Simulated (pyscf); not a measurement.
Structures and frequencies: ωB97X-D3(BJ)/def2-SVP in PySCF.

SMILES: OC(CO)O
```xyz
11

O      0.3178     0.7048    -1.7021
C      0.9285     0.2046    -0.5307
C      0.2474     0.8387     0.6755
O     -1.0862     0.3738     0.6367
O      0.3019     2.2278     0.5955
H     -0.6159     0.4594    -1.6317
H      0.8682    -0.8972    -0.4639
H      1.9883     0.4989    -0.5568
H      0.7391     0.5517     1.6238
H     -1.5942     0.9280     1.2419
H      0.1703     2.4367    -0.3434
```
Charge 0, spin multiplicity 1.

How much does it cost (ΔH, 298 K, ωB97M-D3(BJ)/def2-TZVP) to split `[OH][CH2][CH]([OH])[OH]` at its C–O bond into OH• + •H₂C–CH(OH)–OH?

C–O to OH• + •H₂C–CH(OH)–OH: 97.0 kcal/mol. The 7 functionals that were run give +91.0 (r²SCAN) to +99.3 kcal/mol (M06-2X). Other isomers of •H₂C–CH(OH)–OH were not searched in full and may lie lower. Left out: the spin-orbit lowering of OH.
